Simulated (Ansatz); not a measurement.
# CCl₂F+: an energy map over bond length C2–Cl4 and angle Cl3–C2–Cl4

How does the energy of CCl2F, SMILES F[C+](Cl)Cl, charge +1 change over two coordinates at once? A grid of runs gives the map.

Method: RHF-MP2, frozen core/def2-TZVP; program: Ansatz 0.2.0.

## Step 1: The system as given

4 atoms, charge 1, spin multiplicity 1.

Atoms are counted from 1 here; the program's logs count them from 0.

Bond lengths: F1–C2 1.276 Å, C2–Cl3 1.648 Å, C2–Cl4 1.648 Å. Angles: F1–C2–Cl3 118.0°, F1–C2–Cl4 118.0°, Cl3–C2–Cl4 123.9°.

Geometry (Å):

```xyz
4

F     0.5709    0.8154    0.9034
C     0.0289    0.0413    0.0458
Cl    0.5741   -1.5106   -0.0502
Cl   -1.1740    0.6539   -0.8991
```

## Step 2: Geometry optimisation

input.yaml reads:

```yaml
crystal:
  periodic: [false, false, false]
  atoms:
    - { symbol: F, position_ang: [0.570905, 0.815362, 0.903425] }
    - { symbol: C, position_ang: [0.028937, 0.041333, 0.045815] }
    - { symbol: Cl, position_ang: [0.574142, -1.510636, -0.050176] }
    - { symbol: Cl, position_ang: [-1.173984, 0.653931, -0.899064] }
total_charge: 1
basis:
  gaussian: { orbitals: def2-TZVP }
hamiltonian:
  xc: hf
output:
  forces: true
correlation:
  method: mp2
relax:
  f_tol: 0.003
  max_steps: 120
```

Launch:

```sh
> ansatz run input.yaml --threads 1 --pin off --max-ram 2560MiB --backend cpu --events-out ev --progress --plain --runs-dir out
```

Log (excerpt; [...] marks lines left out):

```text
Warning: RAYON_NUM_THREADS=1 ignored (pool sized by the plan → 1); use --threads N
[...]
Functional definition: HF
[...]
928 factors; integrals over basis functions are off by at most 2.6e-4 eV
[...]
mean field -28735.98341110 eV, -1056.0279124087 hartree, gradient 9.0e-6 eV, S^2 0.000000; 0 other end points of the search recorded, 0 dependent functions left out
12 core orbitals not correlated: weight in the atoms' cores, before any rotation towards them, 1.000 or more for the frozen orbitals, at most 0.000 for the correlated occupied ones
reference -28735.98341110 eV, -1056.0279124087 hartree; 12, 12 occupied and 112, 112 virtual orbitals, 928 factors
second order -20.63412777 eV of doubles, -0.00000000 eV of singles
[...]
relax step   1: F+E_penalty+E_count = -28756.61753887 eV  Δ(F+E_penalty+E_count) = +0.000e0 eV  max|allowed force component| = 8.617e-1 eV/Å  Δτ_max = 0.0000 Å  (57 SCF iters, accepted)
[...]
relax step   4: F+E_penalty+E_count = -28756.64175126 eV  Δ(F+E_penalty+E_count) = -4.389e-3 eV  max|allowed force component| = 7.433e-3 eV/Å  Δτ_max = 0.0180 Å  (63 SCF iters, accepted)
[...]
relax step   5: F+E_penalty+E_count = -28756.64175750 eV  Δ(F+E_penalty+E_count) = -6.245e-6 eV  max|allowed force component| = 1.139e-3 eV/Å  Δτ_max = 0.0006 Å  (63 SCF iters, accepted)
[...]
928 factors; integrals over basis functions are off by at most 2.5e-4 eV
[...]
mean field -28736.03024540 eV, -1056.0296335375 hartree, gradient 1.3e-6 eV, S^2 0.000000; 1 other end points of the search recorded, 0 dependent functions left out
12 core orbitals not correlated: weight in the atoms' cores, before any rotation towards them, 1.000 or more for the frozen orbitals, at most 0.000 for the correlated occupied ones
reference -28736.03024540 eV, -1056.0296335375 hartree; 12, 12 occupied and 112, 112 virtual orbitals, 928 factors
second order -20.61151210 eV of doubles, -0.00000000 eV of singles
[...]
Total energy: -28756.64175750 eV, -1056.7870926363 hartree
Atom 0 at     0.565321     0.807336     0.894459 Å, force    -0.000721    -0.001029    -0.001139 eV/Å
Atom 1 at     0.026575     0.037948     0.042047 Å, force     0.000327     0.000464     0.000512 eV/Å
Atom 2 at     0.567151    -1.491354    -0.049133 Å, force     0.000420     0.000007     0.000422 eV/Å
Atom 3 at    -1.159046     0.646061    -0.887372 Å, force    -0.000025     0.000558     0.000206 eV/Å
Dipole moment:    -0.066022    -0.094287    -0.104461 e Å
Checks for a lower state left out: cluster_reference
```

Wall time 42 s (1 thread of Arm Neoverse V1, shared host); peak memory 0.32 GiB.

The steps of the relaxation:

```
step  energy from step 1 (eV)  largest force component (eV/Å)
   1                   0.0000                          0.8617
   2                  -0.0190                          0.4199
   3                  -0.0198                          0.3041
   4                  -0.0242                          0.0074
   5                  -0.0242                          0.0011
```

Close pairs (by a distance rule), those that changed most:

```
  bond  before (Å)  after (Å)  change (Å)
C2–Cl4       1.648      1.625      -0.023
C2–Cl3       1.648      1.625      -0.023
 F1–C2       1.276      1.268      -0.008
```

## Step 3: Setting up the map

First coordinate, bond length C2–Cl4: 9 values from 1.430 to 2.031 Å. Second coordinate, angle Cl3–C2–Cl4: 9 values from 79.3 to 169.3 °.

Nothing else is relaxed (all other coordinates rigid). Energies count from the relaxed molecule at the same level.

Below, 3 of the grid's runs; all are launched alike.

## Step 4: Point bond length C2–Cl4 = 1.655 Å, angle Cl3–C2–Cl4 = 124.3°

input.yaml reads:

```yaml
crystal:
  periodic: [false, false, false]
  atoms:
    - { symbol: F, position_ang: [0.565321, 0.807336, 0.894459] }
    - { symbol: C, position_ang: [0.026575, 0.037948, 0.042047] }
    - { symbol: Cl, position_ang: [0.567716, -1.491192, -0.048504] }
    - { symbol: Cl, position_ang: [-1.181234, 0.657441, -0.904765] }
total_charge: 1
basis:
  gaussian: { orbitals: def2-TZVP }
hamiltonian:
  xc: hf
output:
  forces: true
correlation:
  method: mp2
```

Launch:

```sh
> ansatz run input.yaml --threads 1 --pin off --max-ram 2560MiB --backend cpu --events-out ev --progress --plain --runs-dir out
```

Log (excerpt; [...] marks lines left out):

```text
Warning: RAYON_NUM_THREADS=1 ignored (pool sized by the plan → 1); use --threads N
[...]
[... 1 set-up line as earlier in the session ...]
[...]
846 factors; integrals over basis functions are off by at most 8.2e-4 eV
[...]
mean field -28736.00958892 eV, -1056.0288744258 hartree, gradient 1.6e-6 eV, S^2 0.000000; 0 other end points of the search recorded, 0 dependent functions left out
12 core orbitals not correlated: weight in the atoms' cores, before any rotation towards them, 1.000 or more for the frozen orbitals, at most 0.000 for the correlated occupied ones
reference -28736.00958892 eV, -1056.0288744258 hartree; 12, 12 occupied and 112, 112 virtual orbitals, 846 factors
second order -20.61605137 eV of doubles, -0.00000000 eV of singles
[...]
Total energy: -28756.62564028 eV, -1056.7865003395 hartree
Atom 0 at     0.565321     0.807336     0.894459 Å, force    -0.118472    -0.027566    -0.129200 eV/Å
Atom 1 at     0.026575     0.037948     0.042047 Å, force    -0.551398     0.306764    -0.422396 eV/Å
Atom 2 at     0.567716    -1.491192    -0.048504 Å, force    -0.079000     0.097890    -0.038334 eV/Å
Atom 3 at    -1.181234     0.657441    -0.904765 Å, force     0.748870    -0.377088     0.589930 eV/Å
Dipole moment:    -0.043024    -0.110967    -0.088442 e Å
```

Run time: 6 s. Hardware: 1 thread of Arm Neoverse V1, shared host; peak memory 0.28 GiB.

On the map this point reads 1.6 kJ/mol.

## Step 5: The run at bond length C2–Cl4 = 2.031 Å, angle Cl3–C2–Cl4 = 135.5°

input.yaml reads:

```yaml
crystal:
  periodic: [false, false, false]
  atoms:
    - { symbol: F, position_ang: [0.565321, 0.807336, 0.894459] }
    - { symbol: C, position_ang: [0.026575, 0.037948, 0.042047] }
    - { symbol: Cl, position_ang: [0.764476, -1.402443, 0.183745] }
    - { symbol: Cl, position_ang: [-1.455636, 0.798184, -1.119871] }
total_charge: 1
basis:
  gaussian: { orbitals: def2-TZVP }
hamiltonian:
  xc: hf
output:
  forces: true
correlation:
  method: mp2
```

Launch:

```sh
> ansatz run input.yaml --threads 1 --pin off --max-ram 2560MiB --backend cpu --events-out ev --progress --plain --runs-dir out
```

Log (excerpt; [...] marks lines left out):

```text
Warning: RAYON_NUM_THREADS=1 ignored (pool sized by the plan → 1); use --threads N
[...]
[... 1 set-up line as earlier in the session ...]
[...]
843 factors; integrals over basis functions are off by at most 7.0e-4 eV
[...]
mean field -28734.06480851 eV, -1055.9574050639 hartree, gradient 2.8e-6 eV, S^2 0.000000; 0 other end points of the search recorded, 0 dependent functions left out
12 core orbitals not correlated: weight in the atoms' cores, before any rotation towards them, 1.000 or more for the frozen orbitals, at most 0.000 for the correlated occupied ones
reference -28734.06480851 eV, -1055.9574050639 hartree; 12, 12 occupied and 112, 112 virtual orbitals, 843 factors
second order -20.64214135 eV of doubles, -0.00000000 eV of singles
[...]
Total energy: -28754.70694986 eV, -1056.7159897668 hartree
Atom 0 at     0.565321     0.807336     0.894459 Å, force    -1.478488     1.492394    -0.857090 eV/Å
Atom 1 at     0.026575     0.037948     0.042047 Å, force    -1.198795     1.244484    -0.680796 eV/Å
Atom 2 at     0.764476    -1.402443     0.183745 Å, force    -1.270783    -0.525332    -1.480310 eV/Å
Atom 3 at    -1.455636     0.798184    -1.119871 Å, force     3.948067    -2.211546     3.018195 eV/Å
Dipole moment:     0.172094    -0.242721     0.071382 e Å
```

Run time: 6.4 s. Hardware: 1 thread of Arm Neoverse V1, shared host; peak memory 0.28 GiB.

That is 187 kJ/mol from the zero.

## Step 6: Point bond length C2–Cl4 = 1.430 Å, angle Cl3–C2–Cl4 = 135.5°

input.yaml, as its differences from that of step 5:

```diff
@@ -6,3 +6,3 @@
     - { symbol: Cl, position_ang: [0.764476, -1.402443, 0.183745] }
-    - { symbol: Cl, position_ang: [-1.455636, 0.798184, -1.119871] }
+    - { symbol: Cl, position_ang: [-1.01703, 0.57322, -0.776044] }
 total_charge: 1
```

Launch:

```sh
> ansatz run input.yaml --threads 1 --pin off --max-ram 2560MiB --backend cpu --events-out ev --progress --plain --runs-dir out
```

Log (excerpt; [...] marks lines left out):

```text
Warning: RAYON_NUM_THREADS=1 ignored (pool sized by the plan → 1); use --threads N
[...]
[... 1 set-up line as earlier in the session ...]
[...]
845 factors; integrals over basis functions are off by at most 7.4e-4 eV
[...]
mean field -28734.91232246 eV, -1055.9885506273 hartree, gradient 1.5e-6 eV, S^2 0.000000; 0 other end points of the search recorded, 0 dependent functions left out
12 core orbitals not correlated: weight in the atoms' cores, before any rotation towards them, 1.000 or more for the frozen orbitals, at most 0.000 for the correlated occupied ones
reference -28734.91232246 eV, -1055.9885506273 hartree; 12, 12 occupied and 112, 112 virtual orbitals, 845 factors
second order -20.58636899 eV of doubles, -0.00000000 eV of singles
[...]
Total energy: -28755.49869145 eV, -1056.7450857337 hartree
Atom 0 at     0.565321     0.807336     0.894459 Å, force     0.565927     1.955429     1.367252 eV/Å
Atom 1 at     0.026575     0.037948     0.042047 Å, force     8.241360    -3.937121     6.579714 eV/Å
Atom 2 at     0.764476    -1.402443     0.183745 Å, force    -0.253666    -1.550988    -0.890257 eV/Å
Atom 3 at    -1.017030     0.573220    -0.776044 Å, force    -8.553622     3.532680    -7.056710 eV/Å
Dipole moment:    -0.253786     0.027578    -0.241139 e Å
```

Run time: 6 s. Hardware: 1 thread of Arm Neoverse V1, shared host; peak memory 0.28 GiB.

That is 110 kJ/mol from the zero.

## Step 7: The map

81 points were computed. Energies in kJ/mol, from the relaxed molecule at the same level:

```csv
"angle Cl3–C2–Cl4 (°) ↓, bond length C2–Cl4 (Å) →",1.430,1.505,1.580,1.655,1.730,1.805,1.880,1.956,2.031
169.3,671,620,605,613,637,670,707,748,789
158.0,352,299,281,287,309,341,378,419,459
146.8,187,130,110,114,134,164,200,240,280
135.5,110,50,27,28,46,74,109,147,187
124.3,97,32,4,2,16,42,74,111,149
113.0,138,66,32,24,33,55,83,117,152
101.8,244,160,116,99,100,114,136,163,193
90.5,447,346,285,252,238,238,248,264,284
79.3,810,684,598,539,500,476,462,456,456
```

The largest force on an atom (eV/Å) at each point:

```tsv
angle Cl3–C2–Cl4 (°) ↓, bond length C2–Cl4 (Å) →	1.430	1.505	1.580	1.655	1.730	1.805	1.880	1.956	2.031
169.3	18.8	18.8	18.8	18.8	18.8	18.8	18.8	18.7	18.6
158.0	12.0	10.1	10.1	10.1	10.1	10.2	10.2	10.3	10.3
146.8	11.9	6.7	4.9	4.8	4.8	4.9	5.3	5.5	5.5
135.5	11.6	6.0	2.5	1.8	3.3	4.5	5.1	5.4	5.4
124.3	12.3	6.1	1.8	1.0	2.9	4.1	4.8	5.1	5.3
113.0	13.4	7.1	2.8	2.1	3.4	4.1	4.4	4.8	4.9
101.8	15.4	9.0	4.8	3.7	4.8	5.5	5.8	5.9	5.7
90.5	19.0	12.8	8.6	7.5	6.6	6.8	7.1	7.2	7.0
79.3	25.6	19.7	16.1	14.5	12.9	11.4	10.1	8.8	7.9
```

## Step 8: Outcome

```
                       quantity                                                                                                                                                      value
                   lowest point                                                                                        bond length C2–Cl4 = 1.655 Å, angle Cl3–C2–Cl4 = 124.3°, 1.6 kJ/mol
         highest computed point                                                                        bond length C2–Cl4 = 1.430 Å, angle Cl3–C2–Cl4 = 79.3°, 808 kJ/mol above the lowest
largest force on an atom (eV/Å)  1.0 at bond length C2–Cl4 = 1.655 Å, angle Cl3–C2–Cl4 = 124.3° to 25.6 at bond length C2–Cl4 = 1.430 Å, angle Cl3–C2–Cl4 = 79.3°; 1.0 at the lowest point
        time for the whole task                                                                                                                           9.5 min on 1 thread, shared host
```

What this shows: The lowest computed point is at bond length C2–Cl4 = 1.655 Å, angle Cl3–C2–Cl4 = 124.3°, 1.6 kJ/mol from the relaxed molecule at the same level. The grid is coarse, so the lowest point of the scanned range may lie between grid points; coordinates that were held can hide deeper minima. No other kind of well shows on this grid. The highest computed point, bond length C2–Cl4 = 1.430 Å, angle Cl3–C2–Cl4 = 79.3°, lies 808 kJ/mol above the lowest. Round the minimum the valley is somewhat tilted: raising bond length C2–Cl4 shifts the best value of angle Cl3–C2–Cl4 downwards (coupling k₁₂/√(k₁₁k₂₂) about 0.1). In part of the range the restricted solution is unstable, so energies in the stretched regions are not reliable (too high at mean-field level, often too low with perturbative triples).
